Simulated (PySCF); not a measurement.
Species: C₃H₇O₂S (doublet state).
Geometry (GFN2-xTB, Å), atoms numbered from 1 in this order:
```
atom  x, y, z in Å
C1    -1.6586    0.4196    0.7446
C2    -1.1980    0.2045   -0.5703
S3     0.4843   -0.7927   -0.5853
C4     1.6766    0.2458    0.3566
O5     0.9380   -0.8683   -1.9508
O6     0.3083   -2.0258    0.1323
H7    -1.3231    1.2609    1.3226
H8    -2.2150   -0.3403    1.2578
H9    -0.8864    1.0822   -1.1274
H10   -1.7951   -0.4725   -1.1731
H11    2.4350    0.5773   -0.3390
H12    1.1338    1.0818    0.7755
H13    2.0959   -0.3718    1.1388
```

The hyperfine couplings belong to this conformer and change with its torsions.

The species is `[CH2]CS(C)(=O)=O` [radical].

Computed with PySCF, UKS B3LYP, pcH-1 on C H O S, non-relativistic, mean-field spin-orbit, GIAO. Geometry: GFN2-xTB, one conformer, isolated molecule. GFN2-xTB frequencies show an imaginary mode (121i cm⁻¹), so this geometry is no minimum at that level. A GFN2-xTB geometry isn't a minimum of the functional, and hyperfine couplings can be far from their values at a DFT geometry. The SCF solution wasn't tested for stability.

Principal values of hyperfine tensors in MHz (contact, dipolar and spin–orbit terms together), for some of the nuclei:

```
atom  isotope      A1      A2      A3
  S3      33S   97.70   97.98  137.90
  C1      13C    9.23   10.57  224.25
  H8       1H  -89.95  -56.24  -21.08
  H7       1H  -89.99  -56.06  -21.01
  H9       1H   34.57   36.60   46.04
 H10       1H   33.75   35.59   45.40
  C4      13C    7.32    8.55   17.49
  O5      17O  -28.20    8.70    9.56
```

Q: Give the isotropic coupling of each nucleus in MHz and in mT (g = 2.0030), and the anisotropic part.

A: a_iso = (A1 + A2 + A3)/3, Ti = Ai − a_iso; 1 mT corresponds to 28.035 MHz. The tensors hold a spin–orbit part: the run splits a_iso into a_FC + a_SO, and T includes its anisotropic share.

```tsv
atom	a_iso (MHz)	a_FC	a_SO	a_iso (mT)	T1	T2	T3
S3	111.19	111.43	-0.24	3.966	-13.49	-13.22	26.71
C1	81.35	81.45	-0.10	2.902	-72.12	-70.78	142.90
H8	-55.76	-55.76	0.01	-1.989	-34.19	-0.48	34.68
H7	-55.69	-55.70	0.01	-1.986	-34.30	-0.38	34.68
H9	39.07	39.07	0.00	1.394	-4.50	-2.47	6.97
H10	38.25	38.24	0.00	1.364	-4.50	-2.65	7.15
C4	11.12	11.13	-0.01	0.397	-3.80	-2.57	6.37
O5	-3.31	-3.22	-0.10	-0.118	-24.89	12.02	12.87
```

Q: What spin density at the nucleus of S3 lies behind its contact coupling (g_N = 0.42921)?

A: a_FC = 800.24 MHz bohr³ × g_N × ρ(0)/(2S). With a_FC = 111.43 MHz and 2S = 1, ρ(0) = 0.3244 bohr⁻³.

Q: C2 (13C, g_N = 1.40482) isn't in the table. Its spin density at the nucleus is -0.03491 bohr⁻³. What is its contact coupling?

A: By the same relation, a_FC = -39.2 MHz. Its full tensor has the principal values -48.82, -37.28, -31.59 MHz.

Q: Name the largest traceless tensor T of the table and describe it.

A: C1: -72.1, -70.8, 142.9 MHz, axial, in the ratio −1:−1:+2, the form that spin in one p orbital centred on that nucleus gives.

Q: In a single crystal, with the field along each principal axis of the tensor of H8 in turn, what first-order splitting does this nucleus give (isotropic g, quadrupole terms neglected)?

A: 2 lines (I = 1/2), spaced by |A_i|/(g × 13.996): 3.21, 2.01, 0.75 mT along the axes of A1, A2 and A3.

Time: 55 s of wall time (with the writing of density and orbital grids); peak memory 0.90 GiB. Hardware: an Arm Neoverse V1 with one thread, shared host.
